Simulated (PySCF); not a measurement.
Compound: PH3.
Geometry (PBE0-D3(BJ)/def2-TZVP, Å), atoms numbered from 1 in this order:
```xyz
4
PH3 angstrom
P      0.024   -0.041    0.484
H     -0.599    1.018   -0.228
H      1.190   -0.002   -0.325
H     -0.590   -1.041   -0.315
```

The calculation used PBE0-D3(BJ)/def2-TZVP geometry optimisation, gas phase (PySCF).

Masses are those of the commonest isotopes; rigid-rotor values at the optimised geometry. 

(1) Give the principal moments of inertia and the rotational constants in MHz.

(2) Classify the top.

(3) What does the inertial defect say?

(4) Give the other two planar moments, Paa and Pbb, and the rms extents of the mass along the axes.

(5) Where do the R-branch lines fall?

(6) Estimate the classical rotational partition function at 50 K, 100 K and 298.15 K.

Results:

(1) Ia = 3.79, Ib = 3.79, Ic = 4.28 u·Å²; 505379 MHz·u·Å²/I gives A = 133255, B = 133239, C = 118055 MHz.

(2) An oblate symmetric top, as the point group C3v requires two equal moments; the computed ones differ by 0.01 % because the geometry is symmetric only within the optimiser's tolerance: κ = (2 × 133239 − 133255 − 118055)/(133255 − 118055) = 1.00.

(3) Not planar: Δ = Ic − Ia − Ib = -3.30 u·Å². For a rigid frame Δ = −2 Σ m c², so Σ m c² = 1.65 u·Å² lies off the ab plane: 1.51 from hydrogen and 0.15 from heavier atoms. The atom farthest from that plane is 0.71 Å away.

(4) Paa = Σ m a² = (Ib + Ic − Ia)/2 = 2.14 and Pbb = Σ m b² = (Ia + Ic − Ib)/2 = 2.14 u·Å². With the mass M = 34.00 u, the rms extents √(P/M) along a, b and c are 0.25, 0.25, 0.22 Å.

(5) The dipole of 0.70 D lies along the symmetry axis, so ΔK = 0 and J+1 ← J falls at 2B(J+1) for every K: 266.49 GHz, 532.99 GHz, 799.48 GHz, 1065.97 GHz, 1332.47 GHz for J = 0 to 4.

(6) Point group C3v, symmetry number σ = 3; q = (√π/σ)·√((kT/h)³/(ABC)), k/h = 20836.6 MHz/K: 13.7 at 50 K, 38.8 at 100 K, 200 at 298.15 K.

No PBE0-D3(BJ)/def2-TZVP frequencies stand behind this structure, so it isn't proved a minimum. No vibrational averaging or centrifugal distortion is included, and the geometry carries the error of its method.
